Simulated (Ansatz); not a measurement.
System: NH3, charge 1, multiplicity 2. 
Structure (B3LYP-D3(BJ)/def2-TZVP (Ansatz, a first-principles code) minimum search):
```xyz
4

N      0.0000     0.0000     0.0000
H     -0.0107     1.0250    -0.0304
H      0.8933    -0.5037     0.0001
H     -0.8826    -0.5214     0.0303
```
Charge +1, spin multiplicity 2.

Basis-set convergence of Hartree-Fock and CCSD correlation energies (hartree) with Ansatz. Cores are frozen in the correlated levels unless marked. Open shells are spin-unrestricted. No spin-orbit coupling. No relativistic terms.

| basis | functions | E(HF) | E(corr, CCSD) |
|---|---|---|---|
| cc-pVDZ | 29 | -55.88523 | -0.16260 |
| cc-pVTZ | 72 | -55.90310 | -0.19762 |
| cc-pVQZ | 145 | -55.90687 | -0.20823 |

Extrapolating the two largest sets (X = 3 and 4) as X^-3: E(corr) = (64·(-0.20823) - 27·(-0.19762))/37 = -0.2160 Eh, an estimate of the basis-set limit. The largest set recovers 96.4 % of it, the smallest 75.3 %.
